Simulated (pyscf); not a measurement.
This saddle point was located with ωB97X-D3(BJ)/def2-SVP in PySCF.

```xyz
7

Ge    -1.2532    -0.6844     0.1387
F     -0.8008     1.0742     1.2405
H     -0.7126    -1.9310    -0.6760
H     -2.5949    -0.2235    -0.4678
O     -0.0554     0.5846    -0.8034
H     -0.1952     1.1403     0.1756
H      0.8480     0.2663    -0.9294
```
Charge 0, spin multiplicity 2.

Surface: doublet, charge 0. Lowest wavenumbers (cm⁻¹): 568i, 250, 412, 497, 609.

Name the species on either side of this saddle.

F–GeH₂• (SMILES [F][GeH2]) + H₂O (SMILES O) <-> HO–GeH₂• (SMILES [OH][GeH2]) + HF (SMILES F), a four-centre exchange read from left to right: F–Ge, H–O broken and Ge–O, F–H formed. At CCSD(T)/def2-TZVPP + ΔMP2(QZVPP) it lies +16.4 kcal/mol from the left side and +10.3 kcal/mol from the right (each side as separated species at their lowest minima found). On the reactant side the descent ends in a complex, 5.1 kcal/mol under the separated species and 18.8 kcal/mol under the saddle at ωB97X-D3(BJ)/def2-TZVP. On the product side the descent ends in a bound adduct, 9.1 kcal/mol under the separated species and 15.7 kcal/mol under the saddle at ωB97X-D3(BJ)/def2-TZVP. At ωB97X-D3(BJ) the barrier from the zero used here is 13.7 kcal/mol. This is the saddle that the search found; another between the same sides may lie lower. The CCSD(T) − MP2 part came from Ansatz, without density fitting, on the same reference. The frozen core leaves the outer d or s,p core shells of the metals and heavy elements correlated in the MP2 and CC values, and def2-TZVPP describes them poorly, which can shift differences by a few kcal/mol. Elements up to Kr have no core potential and no relativistic terms here.
